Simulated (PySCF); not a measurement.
## Fluorine: a sound run and one with changed settings

Sound run: F [He] 2s2 2p5, F⁺ [He] 2s2 2p4. Computed with PySCF 2.14 in x2c-TZVPall (5s3p2d1f, 31 functions), with the spin-free X2C one-electron Hamiltonian (Gaussian nucleus). In the sound run the correlated levels freeze 1s2. The sound run starts from symmetry-adapted Hartree-Fock orbitals and uses a fine grid where one is needed.

Changed run: basis STO-3G, all-electron and non-relativistic. This setting is unsound on purpose.

```tsv
species	method	sound run (hartree)	changed run (hartree)	converged
F	UHF	-99.49886	-97.98651	yes
F	B3LYP	-99.85880	-98.26897	yes
F	MN15	-99.79781	-97.84561	yes
F	MP2	-99.69685	-97.98651	yes
F⁺	UHF	-98.92406	-97.52349	yes
F⁺	B3LYP	-99.20882	-97.75196	yes
F⁺	MN15	-99.15232	-97.33201	yes
F⁺	MP2	-99.06494	-97.52349	yes
```

Ionisation energy of F:

```csv
method,sound run (eV),changed run (eV)
UHF,15.641,12.599
B3LYP,17.687,14.068
MN15,17.565,13.976
MP2,17.195,12.599
SCS-MP2,17.180,12.599
```

A minimal basis cannot let orbitals breathe on ionisation and holds almost no correlation. The Hamiltonian changed with the basis, so the totals do not compare.

For comparison, NIST gives 17.423 eV between the lowest levels.
